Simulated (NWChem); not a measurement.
System: dimethylamine (C2H7N); SMILES CNC

Here is an NWChem input.

```
start job
memory heap 200 mb stack 900 mb global 1100 mb
geometry units angstroms noautoz
  C      0.218061    -0.005074     1.207184
  N     -0.559370     0.100103     0.000000
  C      0.218061    -0.005074    -1.207184
  H      0.828074    -0.933482     1.288741
  H      0.918669     0.844206     1.278225
  H     -0.439318     0.044131     2.088668
  H     -1.301996    -0.593602     0.000000
  H      0.828074    -0.933482    -1.288741
  H     -0.439318     0.044131    -2.088668
  H      0.918669     0.844206    -1.278225
end
basis spherical
  * library 3-21g
end
dft
  xc b3lyp
  iterations 150
  mulliken
end
task dft energy
```

Output (shortened):

```
             Northwest Computational Chemistry Package (NWChem) 7.3.0
             --------------------------------------------------------

 CS  symmetry detected

                             Geometry "geometry" -> ""
                             -------------------------

 Output coordinates in angstroms (scale by  1.889725989 to convert to a.u.)

  No.       Tag          Charge          X              Y              Z
 ---- ---------------- ---------- -------------- -------------- --------------
    1 C                    6.0000     0.21754103    -0.00185494    -1.20718400
    2 N                    7.0000    -0.56060795     0.09787125     0.00000000
    3 C                    6.0000     0.21754103    -0.00185494     1.20718400
    4 H                    1.0000     0.83404532    -0.92596519    -1.28874100
    5 H                    1.0000     0.91218009     0.85231405    -1.27822500
    6 H                    1.0000    -0.44016665     0.04274195    -2.08866800
    7 H                    1.0000    -1.29835425    -0.60102103     0.00000000
    8 H                    1.0000     0.83404532    -0.92596519     1.28874100
    9 H                    1.0000    -0.44016665     0.04274195     2.08866800
   10 H                    1.0000     0.91218009     0.85231405     1.27822500

 Effective nuclear repulsion energy (a.u.)      84.2947038338

      Symmetry information
      --------------------

 Group name             Cs
 Group number              2
 Group order               2
 No. of unique centers     6

                                 NWChem DFT Module
                                 -----------------

 Summary of "ao basis" -> "ao basis" (spherical)
 ------------------------------------------------------------------------------
       Tag                 Description            Shells   Functions and Types
 ---------------- ------------------------------  ------  ---------------------
 C                           3-21g                   5        9   3s2p
 N                           3-21g                   5        9   3s2p
 H                           3-21g                   2        2   2s

      Symmetry analysis of basis
      --------------------------

        a'         24
        a"         17

            General Information
            -------------------
          SCF calculation type: DFT
          Wavefunction type:  closed shell.
          No. of atoms     :    10
          No. of electrons :    26
           Alpha electrons :    13
            Beta electrons :    13
          Charge           :     0
          Spin multiplicity:     1
          Use of symmetry is: on ; symmetry adaption is: on
          Maximum number of iterations: 150
          AO basis - number of functions:    41
                     number of shells:    29
          Convergence on energy requested:  1.00D-06
          Convergence on density requested:  1.00D-05
          Convergence on gradient requested:  5.00D-04

              XC Information
              --------------
                         B3LYP Method XC Potential
                     Hartree-Fock (Exact) Exchange  0.200
                        Slater Exchange Functional  0.800 local
                    Becke 1988 Exchange Functional  0.720 non-local
              Lee-Yang-Parr Correlation Functional  0.810
                  VWN I RPA Correlation Functional  0.190 local

             Grid Information
             ----------------
          Grid used for XC integration:  medium
          Radial quadrature: Mura-Knowles
          Angular quadrature: Lebedev.
          Tag              B.-S. Rad. Rad. Pts. Rad. Cut. Ang. Pts.
          ---              ---------- --------- --------- ---------
          C                   0.70       49           9.0       434
          N                   0.65       49           7.0       434
          H                   0.35       45          10.0       434
          Grid pruning is: on
          Number of quadrature shells:   278
          Spatial weights used:  Erf1

      Superposition of Atomic Density Guess
      -------------------------------------

 Sum of atomic energies:        -132.41427459

      Non-variational initial energy
      ------------------------------

 Total energy =    -134.332938
 1-e energy   =    -344.055179
 2-e energy   =     125.427537
 HOMO         =      -0.253091
 LUMO         =       0.166276

      Symmetry analysis of molecular orbitals - initial
      -------------------------------------------------

  Numbering of irreducible representations:

     1 a'          2 a"

  Orbital symmetries:

     1 a'          2 a"          3 a'          4 a'          5 a"
     6 a'          7 a'          8 a'          9 a"         10 a"
    11 a'         12 a"         13 a'         14 a'         15 a'
    16 a"         17 a'         18 a'         19 a"         20 a"
    21 a'         22 a"         23 a'

     ---------------------------------------------
      Total Density - Mulliken Population Analysis
     ---------------------------------------------

    Atom       Charge   Shell Charges
 -----------   ------   -------------------------------------------------------
    1 C    6     6.44   1.99  0.40  1.50  1.06  1.49
    2 N    7     7.78   1.99  0.39  1.85  1.30  2.24
    3 C    6     6.44   1.99  0.40  1.50  1.06  1.49
    4 H    1     0.81   0.43  0.38
    5 H    1     0.78   0.43  0.35
    6 H    1     0.77   0.43  0.35
    7 H    1     0.63   0.38  0.25
    8 H    1     0.81   0.43  0.38
    9 H    1     0.77   0.43  0.35
   10 H    1     0.78   0.43  0.35

[...]
```

Level: B3LYP/3-21G. Coordinates come from a PBE0/def2-SVP optimisation. B3LYP is NWChem's, with the RPA form of VWN correlation.
